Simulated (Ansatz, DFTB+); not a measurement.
## How well does each level of theory give the elastic constant C12 of fcc Cu?

Reference value: 125 GPa (measured, 0 K, extrapolated to 0 K; zero-point effects included; as tabulated in Malica and Corso (2021), arXiv:2109.00459).

### Question
Put these levels in order of the elastic constant C12 that they give for fcc Cu, smallest first: GFN1-xTB (DFTB+), HSE06 (Ansatz, a program for electronic structure), PBEsol (Ansatz), r²SCAN (Ansatz).

### Answer
GFN1-xTB (69.8 GPa), HSE06 (112 GPa), r²SCAN (143 GPa), PBEsol (147 GPa)

Unless a cell is named, each level is at its own relaxed cell (GFN1-xTB 13.63, PBEsol 11.31, r²SCAN 11.44, HSE06 11.98 Å³/atom).

Differences against the reference: GFN1-xTB -44 %, PBEsol +17.6 %, r²SCAN +14.4 %, HSE06 -10.4 %.

The reference has no zero-point or thermal correction, while the calculations are for a static lattice, so the differences are not the levels' errors alone.  GFN1-xTB: the method was fitted mainly to molecules. HSE06: hybrids on metals are sensitive to the k mesh. Each level is taken at its own relaxed cell. Cutoffs and k meshes differ between the levels. Ansatz's density-functional and Hartree–Fock values are scalar-relativistic unless marked +SOC, with PAW data made under PBE.

Differences are worked out from the printed values.
